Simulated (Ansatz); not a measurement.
Elastic constant C66 (GPa) of solids drawn from the class of elemental solids other than molecular ones, at two levels: PBE (PAW; Ansatz, an electronic-structure program), and LDA in Ansatz (plane waves, PAW).

| solid | PBE | LDA | shift (%) |
|---|---|---|---|
| hcp Tc | 135 | 152 | +12.6 |
| hcp Tl | 2.44 | 3.11 | +27 |
| hcp Y | 26.0 | 25.1 | -3.5 |
| hcp Mg | 20.0 | 22.0 | +10.0 |
| hcp Re | 171 | 189 | +10.5 |
| double-hcp La | 17.1 | 20.6 | +20 |
| hcp Co | 91.3 | 128 | +40 |
| hcp Hf | 55.4 | 56.1 | +1.3 |

The shifts run from -3.5 % to +40 %, with a median of +11.6 %.

Over all 8 rows LDA is the larger in 7.

Ansatz's runs of these crystals have no spin polarisation, but for hcp Co.

Density-functional runs with spin start from parallel moments for hcp Co.

Spin–orbit coupling is left out, also for the solids with elements from indium on (hcp Tl, hcp Re, double-hcp La, hcp Hf); its size isn't shown.

Each level is taken at its own relaxed cell. Ansatz's density-functional and Hartree–Fock values are scalar-relativistic unless marked +SOC, with PAW data made under PBE.
